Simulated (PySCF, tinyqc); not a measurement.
Coupled-perturbed Hartree-Fock on RHF in the sto-6g basis, for CH+, spin multiplicity 1, step by step. The lowest restricted solution is unstable here: a spin-polarised one lies 0.0133 hartree lower (PySCF). Computed by tinyqc, a small Python program that keeps every step (integrals from PySCF). Settings: charge = 1, multiplicity = 1, basis = sto-6g, method = RHF, energy threshold = 1e-10, iteration cap = 66, orthogonalisation = symmetric, start = atomic densities, DIIS depth = 6. Command: `OMP_NUM_THREADS=1 python tinyqc.py 27526 27527 out.jsonl` (the two numbers bound the seeds that draw the settings). One thread of a shared host (Intel(R) Xeon(R) Processor @ 2.60GHz), about 0.2 s of CPU time with the checks. The early iterations of the SCF are left out here.

## One-electron integrals

Geometry (angstrom):
```
atom         x         y         z
C     0.000000  0.000000  0.000000
H     0.000000  0.000000  1.695000
```

Basis sto-6g: exponents (1/bohr^2) and contraction coefficients of normalised primitives:
```
element  l (shell)    exponent  coefficient
C            s (1)  742.737049     0.009164
C            s (1)  136.180025     0.049361
C            s (1)   38.098264     0.168538
C            s (1)   13.087782     0.370563
C            s (1)    5.082369     0.416492
C            s (1)    2.093200     0.130334
C            s (2)   30.497239    -0.013253
C            s (2)    6.036200    -0.046992
C            s (2)    1.876046    -0.033785
C            s (2)    0.721783     0.250242
C            s (2)    0.313471     0.595117
C            s (2)    0.143687     0.240706
C            p (3)   30.497239     0.003760
C            p (3)    6.036200     0.037679
C            p (3)    1.876046     0.173897
C            p (3)    0.721783     0.418036
C            p (3)    0.313471     0.425860
C            p (3)    0.143687     0.101708
H            s (1)   35.523221     0.009164
H            s (1)    6.513144     0.049361
H            s (1)    1.822143     0.168538
H            s (1)    0.625955     0.370563
H            s (1)    0.243077     0.416492
H            s (1)    0.100112     0.130334
```

Overlap, kinetic and nuclear-attraction integrals over the contracted functions; the nuclear repulsion is the sum of Za Zb / Rab.

nuclear repulsion = 1.87319367 hartree

overlap S, lower triangle:
```
           1C 1s     1C 2s    1C 2px    1C 2py    1C 2pz     2H 1s
1C 1s   1.000000
1C 2s   0.243228  1.000000
1C 2px  0.000000  0.000000  1.000000
1C 2py  0.000000  0.000000  0.000000  1.000000
1C 2pz  0.000000  0.000000  0.000000  0.000000  1.000000
2H 1s   0.016110  0.214594  0.000000  0.000000  0.243571  1.000000
```

kinetic energy T (hartree), lower triangle:
```
            1C 1s      1C 2s    1C 2px    1C 2py    1C 2pz     2H 1s
1C 1s   16.068641
1C 2s   -0.492789   0.492405
1C 2px   0.000000   0.000000  1.479234
1C 2py   0.000000   0.000000  0.000000  1.479234
1C 2pz   0.000000   0.000000  0.000000  0.000000  1.479234
2H 1s   -0.005712  -0.002378  0.000000  0.000000  0.039932  0.768522
```

nuclear attraction V (hartree), lower triangle:
```
             1C 1s      1C 2s     1C 2px     1C 2py     1C 2pz      2H 1s
1C 1s   -34.320161
1C 2s    -3.694359  -5.471906
1C 2px    0.000000   0.000000  -5.456765
1C 2py    0.000000   0.000000   0.000000  -5.456765
1C 2pz   -0.007392  -0.080933   0.000000   0.000000  -5.501508
2H 1s    -0.273925  -0.844483   0.000000   0.000000  -0.881156  -3.109455
```

core Hamiltonian H = T + V (hartree), lower triangle:
```
             1C 1s      1C 2s     1C 2px     1C 2py     1C 2pz      2H 1s
1C 1s   -18.251520
1C 2s    -4.187148  -4.979501
1C 2px    0.000000   0.000000  -3.977530
1C 2py    0.000000   0.000000   0.000000  -3.977530
1C 2pz   -0.007392  -0.080933   0.000000   0.000000  -4.022274
2H 1s    -0.279637  -0.846862   0.000000   0.000000  -0.841224  -2.340932
```

## Two-electron integrals

Functions are numbered as in S; the eight-fold symmetry (ij|kl) = (ji|kl) = (kl|ij) leaves the list below.

Two-electron integrals (ij|kl) in chemists' order, unique and non-zero (hartree):
```
(11|11) 3.543743   (21|11) 0.529462   (21|21) 0.100317   (22|11) 0.853596
(22|21) 0.199930   (22|22) 0.624844   (31|31) 0.021271   (32|31) 0.031868
(32|32) 0.138108   (33|11) 0.853598   (33|21) 0.199930   (33|22) 0.624843
(33|33) 0.673218   (41|41) 0.021271   (42|41) 0.031868   (42|42) 0.138108
(43|43) 0.036281   (44|11) 0.853598   (44|21) 0.199930   (44|22) 0.624843
(44|33) 0.600655   (44|44) 0.673218   (51|51) 0.021271   (52|51) 0.031868
(52|52) 0.138108   (53|53) 0.036281   (54|54) 0.036281   (55|11) 0.853598
(55|21) 0.199930   (55|22) 0.624843   (55|33) 0.600655   (55|44) 0.600655
(55|55) 0.673218   (61|11) 0.036636   (61|21) 0.006699   (61|22) 0.013192
(61|33) 0.013144   (61|44) 0.013144   (61|51) 0.000441   (61|52) 0.000869
(61|55) 0.013286   (61|61) 0.000460   (62|11) 0.118396   (62|21) 0.028310
(62|22) 0.101573   (62|33) 0.098981   (62|44) 0.098981   (62|51) 0.002831
(62|52) 0.021140   (62|55) 0.106756   (62|61) 0.001964   (62|62) 0.025348
(63|31) 0.002567   (63|32) 0.014306   (63|53) 0.003813   (63|63) 0.002527
(64|41) 0.002567   (64|42) 0.014306   (64|54) 0.003813   (64|64) 0.002527
(65|11) 0.116233   (65|21) 0.028104   (65|22) 0.106205   (65|33) 0.101345
(65|44) 0.101345   (65|51) 0.004862   (65|52) 0.033792   (65|55) 0.115925
(65|61) 0.002016   (65|62) 0.031194   (65|65) 0.040186   (66|11) 0.311604
(66|21) 0.075754   (66|22) 0.308316   (66|33) 0.295724   (66|44) 0.295724
(66|51) 0.007254   (66|52) 0.075881   (66|55) 0.333499   (66|61) 0.005269
(66|62) 0.110015   (66|65) 0.147483   (66|66) 0.774999
```

## Orthogonalisation

S = U s U^T; symmetric (Loewdin) form X = U s^(-1/2) U^T, so that X^T S X = 1.

eigenvalues of S: 0.633922  0.833795  1.000000  1.000000  1.151482  1.380801

X, lower triangle:
```
            1C 1s      1C 2s    1C 2px    1C 2py     1C 2pz     2H 1s
1C 1s    1.023578
1C 2s   -0.128959   1.043066
1C 2px   0.000000   0.000000  1.000000
1C 2py   0.000000   0.000000  0.000000  1.000000
1C 2pz  -0.002884   0.021903  0.000000  0.000000   1.024141
2H 1s    0.013232  -0.117968  0.000000  0.000000  -0.130629  1.043248
```

## Iteration 7 (converged): orbitals

converged F (hartree), lower triangle:
```
             1C 1s      1C 2s     1C 2px     1C 2py     1C 2pz      2H 1s
1C 1s   -11.762118
1C 2s    -2.981963  -1.778983
1C 2px    0.000000   0.000000  -0.234193
1C 2py    0.000000   0.000000   0.000000  -0.234193
1C 2pz   -0.011737  -0.028062   0.000000   0.000000  -0.622563
2H 1s    -0.201823  -0.373951   0.000000   0.000000  -0.397557  -0.501051
```

Diagonalise F' = X^T F X, C = X C', fill 3 alpha and 3 beta electrons from the bottom; D = 2 C_occ C_occ^T. Each column has its largest component positive (the first on a tie).

F' = X^T F X (hartree), lower triangle:
```
            1          2          3          4          5          6
1  -11.569875
2   -1.427089  -1.249440
3    0.000000   0.000000  -0.234193
4    0.000000   0.000000   0.000000  -0.234193
5   -0.019060   0.019868   0.000000   0.000000  -0.554938
6    0.009952  -0.180280   0.000000   0.000000  -0.286854  -0.379452
```

orbital energies (hartree): MO1 -11.763617, MO2 -1.105785, MO3 -0.744687, MO4 -0.234193, MO5 -0.234193, MO6 -0.139617

coefficients C:
```
              MO1        MO2        MO3        MO4       MO5        MO6
1C 1s    0.996940  -0.250534   0.067318   0.000000  0.000000   0.057787
1C 2s    0.012401   0.972575  -0.299630   0.000000  0.000000  -0.288409
1C 2px   0.000000   0.000000   0.000000   0.921659  0.388001   0.000000
1C 2py   0.000000   0.000000   0.000000  -0.388001  0.921659   0.000000
1C 2pz   0.001434   0.093760   0.763639   0.000000  0.000000  -0.688825
2H 1s   -0.001593   0.163427   0.466649   0.000000  0.000000   0.935441
```

D after iteration 7, lower triangle:
```
            1C 1s      1C 2s    1C 2px    1C 2py    1C 2pz     2H 1s
1C 1s    2.122375
1C 2s   -0.502942   2.071669
1C 2px   0.000000   0.000000  0.000000
1C 2py   0.000000   0.000000  0.000000  0.000000
1C 2pz   0.058693  -0.275207  0.000000  0.000000  1.183876
2H 1s   -0.022236   0.038206  0.000000  0.000000  0.743344  0.488945
```

Within a degenerate level the vectors are fixed only up to a rotation; this is one choice.

## Convergence

Stop when the energy changes by less than 1e-10 hartree and every element of the error matrix X^T (F D S - S D F) X is below 3e-06.

Course of the cycle:
```
iteration   E (hartree)     change  largest element of the error matrix
1          -34.00330162          -                             1.98e-01
2          -37.74341183  -3.74e+00                             2.38e-02
3          -37.74401264  -6.01e-04                             6.79e-03
4          -37.74407075  -5.81e-05                             1.22e-03
5          -37.74407255  -1.80e-06                             2.47e-05
6          -37.74407255  -1.03e-09                             3.56e-07
7          -37.74407255  -7.82e-14                             3.92e-09
```

PySCF RHF in the same basis = -37.74407255 hartree

Converged in 7 iterations.

## Integrals over molecular orbitals

(pq|rs) = sum C_ip C_jq C_kr C_ls (ij|kl), one index at a time.

one-electron integrals over orbitals h = C^T H C (hartree), lower triangle:
```
            1          2          3          4          5          6
1  -18.243383
2    0.404757  -4.199598
3   -0.103063   0.192414  -3.560197
4    0.000000   0.000000   0.000000  -3.977530
5    0.000000   0.000000   0.000000   0.000000  -3.977530
6   -0.092503   0.433369   0.743195   0.000000   0.000000  -2.813248
```

Two-electron integrals over orbitals (pq|rs), unique and non-zero (hartree):
```
(11|11) 3.526669    (21|11) -0.355603   (21|21) 0.058167    (22|11) 0.825487
(22|21) -0.016042   (22|22) 0.580798    (31|11) 0.095031    (31|21) -0.013935
(31|22) 0.009364    (31|31) 0.017327    (32|11) -0.085428   (32|21) 0.006097
(32|22) -0.007687   (32|31) 0.016594    (32|32) 0.107814    (33|11) 0.688808
(33|21) -0.008259   (33|22) 0.514010    (33|31) -0.004599   (33|32) -0.027806
(33|33) 0.535013    (41|41) 0.021942    (42|41) 0.027583    (42|42) 0.121282
(43|41) -0.007259   (43|42) -0.027173   (43|43) 0.031796    (44|11) 0.853376
(44|21) -0.010227   (44|22) 0.593861    (44|31) 0.002526    (44|32) -0.047061
(44|33) 0.511942    (44|44) 0.673218    (51|51) 0.021942    (52|51) 0.027583
(52|52) 0.121282    (53|51) -0.007259   (53|52) -0.027173   (53|53) 0.031796
(54|54) 0.036281    (55|11) 0.853376    (55|21) -0.010227   (55|22) 0.593861
(55|31) 0.002526    (55|32) -0.047061   (55|33) 0.511942    (55|44) 0.600655
(55|55) 0.673218    (61|11) 0.083440    (61|21) -0.015148   (61|22) -0.000331
(61|31) -0.007652   (61|32) -0.015748   (61|33) 0.007264    (61|44) 0.002263
(61|55) 0.002263    (61|61) 0.013049    (62|11) -0.139150   (62|21) 0.002933
(62|22) -0.076397   (62|31) -0.013487   (62|32) -0.028239   (62|33) -0.011702
(62|44) -0.075617   (62|55) -0.075617   (62|61) 0.009348    (62|62) 0.063710
(63|11) -0.244935   (63|21) 0.004568    (63|22) -0.111817   (63|31) 0.001871
(63|32) 0.070417    (63|33) -0.065581   (63|44) -0.136953   (63|55) -0.136953
(63|61) -0.003564   (63|62) 0.054724    (63|63) 0.162201    (64|41) -0.005872
(64|42) -0.025241   (64|43) -0.011341   (64|64) 0.017567    (65|51) -0.005872
(65|52) -0.025241   (65|53) -0.011341   (65|65) 0.017567    (66|11) 0.533066
(66|21) -0.004396   (66|22) 0.444133    (66|31) 0.009341    (66|32) 0.076745
(66|33) 0.479097    (66|44) 0.409340    (66|55) 0.409340    (66|61) -0.005641
(66|62) 0.004293    (66|63) 0.083651    (66|66) 0.599402
```

## Response to a field: uncoupled start

dipole integrals <a|z|i> (bohr):
```
           i1        i2        i3
a4   0.000000  0.000000  0.000000
a5   0.000000  0.000000  0.000000
a6  -0.056633  0.202012  1.453270
```

Field along z; U_ai = -mu_ai / (e_a - e_i), alpha = -4 sum U_ai mu_ai.

uncoupled U:
```
          i1         i2         i3
a4  0.000000   0.000000   0.000000
a5  0.000000   0.000000   0.000000
a6  0.004872  -0.209086  -2.401824
```

uncoupled polarisability = 14.132054 bohr^3

## Coupled step 1

U_ai = -(mu_ai + sum_bj [4 (ai|bj) - (ab|ij) - (aj|bi)] U_bj) / (e_a - e_i); alpha = -4 sum U_ai mu_ai.

U after step 1:
```
          i1         i2         i3
a4  0.000000   0.000000   0.000000
a5  0.000000   0.000000   0.000000
a6  0.001523  -0.046667  -2.341651
```

polarisability = 13.650260 bohr^3

## Coupled step 2

As before.

U after step 2:
```
          i1         i2         i3
a4  0.000000   0.000000   0.000000
a5  0.000000   0.000000   0.000000
a6  0.001031  -0.009468  -2.365976
```

polarisability = 13.761496 bohr^3

## Coupled polarisability

Repeat until U stops changing; compare with -d2E/dF2.

Course of the coupled iterations:
```
step  alpha (bohr^3)
0          14.132054
1          13.650260
2          13.761496
3          13.781379
4          13.788171
5          13.790193
6          13.790810
7          13.790997
8          13.791054
9          13.791071
10         13.791076
11         13.791078
12         13.791079
13         13.791079
14         13.791079
15         13.791079
```

coupled polarisability = 13.791079 bohr^3

finite-field check, fields of +/-0.001 au = 13.791067 bohr^3
